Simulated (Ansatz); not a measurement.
## How far each method lies from UCCSDT(Q) for HGe–AsH, quartet

Geometry: that of the HGe–AsH, doublet, kept fixed. The doublet lies 1.4 eV lower here.

```json
{"atom": "Ge", "x (Å)": "0.0000", "y (Å)": "-0.0515", "z (Å)": "1.2523"}
{"atom": "As", "x (Å)": "0.0000", "y (Å)": "0.0490", "z (Å)": "-1.2133"}
{"atom": "H", "x (Å)": "0.0000", "y (Å)": "1.5453", "z (Å)": "1.3047"}
{"atom": "H", "x (Å)": "0.0000", "y (Å)": "-1.4745", "z (Å)": "-1.3648"}
```

Basis cc-pVDZ; Ansatz 0.2.0. Correlated methods freeze the noble-gas cores and the filled d shells of p-block atoms, which leaves 11 electrons in 36 orbitals. Prefix R: restricted or restricted open-shell reference; prefix U: unrestricted. Active spaces: valence = (11e, 10o) chosen from the atoms' valence shells. No spin–orbit coupling is included, and no scalar relativity.

Full CI isn't at hand for all of this; UCCSDT(Q) serves as the reference, and is uncertain by about the last step of the cluster series. The frozen core follows each run's orbitals, which can shift R against U totals by a few meV for light atoms and by up to 0.1 eV past Ca.

```
UHF ⟨S²⟩                          : 3.798
T1 diagnostic (RCCSD)             : 0.0341
largest doubles amplitude (RCCSD) : 0.068
T1 diagnostic (UCCSD)             : 0.0200
```

| level | E − E(UCCSDT(Q)) (mEh) | wall time |
| --- | --- | --- |
| UHF | 193.23 | – |
| UMP2 | 43.50 | – |
| UCCSD | 7.04 | – |
| UCCSD(T) | 1.54 | 8 s |
| UCCSDT | 0.31 | – |

Run but not shown, since their state, orbitals or frozen core can't be matched to the reference's or they repeat it: RHF, RMP2, CISD, RCCSD, RCCSD(T), BCCD(T), RCCSDT, RCCSDT(Q), CASSCF (valence space), NEVPT2 (valence space), NEVPT4(SD) (valence space), MRCISD (valence space), MRCISD+Q (valence space).

Times hold each run's SCF and search for its determinant on a shared host, so for small cases they say little of a method's own cost; they ran on 1 thread of Arm Neoverse V1.

Natural occupations of CASSCF (valence space) about the gap: 1.975 1.966 1.953 1.006 1.002 0.998 0.046 0.032 0.029; effectively unpaired electrons, Σ n²(2−n)², 3.03.
